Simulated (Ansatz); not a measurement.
# What a trial cell of Ag2Au relaxes into

Method: DFT PBE, scalar-relativistic, plane waves, PAW (Ansatz 0.2.0). Cutoff 420 eV, Γ-centred k mesh, Gaussian smearing, no spin polarisation in the final step.

Ag2Au was placed on the cuprite structure type (Pn-3m, No. 224), with Au in place of O, Ag in place of Cu, at a guessed volume.

```xyz
6
Lattice="5.0650 0.0000 0.0000 0.0000 5.0650 0.0000 0.0000 0.0000 5.0650" Properties=species:S:1:pos:R:3 pbc="T T T"
Ag    1.2662    1.2662    1.2662
Ag    1.2662    3.7987    3.7987
Ag    3.7987    3.7987    1.2662
Ag    3.7987    1.2662    3.7987
Au    0.0000    0.0000    0.0000
Au    2.5325    2.5325    2.5325
```

Cell and atoms relax at zero pressure; the relaxation can't lower the symmetry of the start. After a coarse first stage the cell is made exact in the group found at 0.06 Å.

The zero of energy is the elements' standard structures at the same level; no fitted shifts are applied.

Task: What does it relax into?

Result: It keeps Pn-3m (No. 224). The result has the cuprite structure. Conventional cell: a = 6.004 Å. Around Ag lie 2 Au at 2.60 Å; around Au lie 4 Ag at 2.60 Å.

```cif
data_structure
_symmetry_space_group_name_H-M 'Pn-3m:1'
_symmetry_Int_Tables_number 224
_cell_length_a 6.0045
_cell_length_b 6.0045
_cell_length_c 6.0045
_cell_angle_alpha 90.000
_cell_angle_beta 90.000
_cell_angle_gamma 90.000
_cell_volume 216.48
loop_
_atom_site_label
_atom_site_type_symbol
_atom_site_symmetry_multiplicity
_atom_site_Wyckoff_symbol
_atom_site_fract_x
_atom_site_fract_y
_atom_site_fract_z
_atom_site_occupancy
Ag1 Ag 4 b 0.25000 0.25000 0.25000 1
Au1 Au 2 a 0.00000 0.00000 0.00000 1
```

Task: What are its volume, energy, density and gap?

Result: The volume per atom is 36.08 Å³, the density is 6.33 g/cm³ and the energy over the elements is 0.93 eV/atom. The gap on the 6×6×6 mesh is 0 eV (a metal).

The final run used a 6×6×6 mesh on its 6-atom cell and 0.10 eV smearing. The k mesh leaves about 4 meV/atom of noise in metals. Spin–orbit coupling is left out. A structure relaxed within its symmetry needn't be a true minimum.

Cost: 3 runs of about 2.2 core-minutes in all, on Arm Neoverse V1 (shared hosts).